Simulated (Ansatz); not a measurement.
## Silicon (diamond): adding exact exchange

Ansatz, plane waves with scalar-relativistic PAW, all at the revPBE geometry (a = 5.495 Å) on a 5×5×5 mesh, smearing 0.1 eV.

```
functional  gap on the mesh (eV)  rough cost against revPBE
    revPBE                  0.68                         1×
   revPBE0                  1.91                         9×
```

A gap read on a coarse mesh may be too large.
